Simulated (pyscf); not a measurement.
Structures and frequencies: ωB97X-D3(BJ)/def2-SVP in PySCF.

### Question
HO–BH–Cl + H₃Si–Cl → HO–B(Cl)–Cl + SiH₄
Surface: singlet. Broken: B–H, Cl–Si. Formed: B–Cl, H–Si. Give ΔE‡ and ΔE from ωB97M-D3(BJ)/def2-TZVP, relative to the separated reactants.

### Answer
ΔE‡ = 35.0 kcal/mol, ΔE = +4.1 kcal/mol. Zero-point energy shifts the barrier by +0.6 kcal/mol. It is a four-centre exchange, with an imaginary mode of 364i cm⁻¹. One saddle was located; it need not be the lowest between these sides.
